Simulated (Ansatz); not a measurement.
Rock-salt BaTe was calculated with HSE06-D3(BJ) (Ansatz, an electronic-structure program, plane waves, PAW).

Numerical settings: plane-wave cutoff 460 eV, 6×6×6 k mesh, Fermi–Dirac smearing 0.01 eV, scalar-relativistic PAW data made under PBE.

Results at a series of volumes:

| V (Å³/atom) | E − E_lowest (meV/atom) | P (GPa) |
|---|---|---|
| 39.013 | 13.16 | 2.076 |
| 40.039 | 3.36 | 1.003 |
| 41.066 | 0.00 | 0.065 |
| 42.023 | 1.94 | -0.702 |
| 43.119 | 9.44 | -1.472 |

Estimate the bulk modulus and its pressure derivative from these points.

V0 = 41.144 Å³/atom, B0 = 34.8 GPa, B′ = 4.4 (fit to the energies at full precision).

Measured, for comparison: equilibrium volume per atom 43.00 Å³/atom (room temperature, not corrected to a static lattice; as tabulated in Lucero et al. (2012), arXiv:1111.4515). Computed (rounded) less measured: equilibrium volume per atom -4.3 %.

Spin–orbit coupling is not included.

The result took around 15 core-minutes (rough).
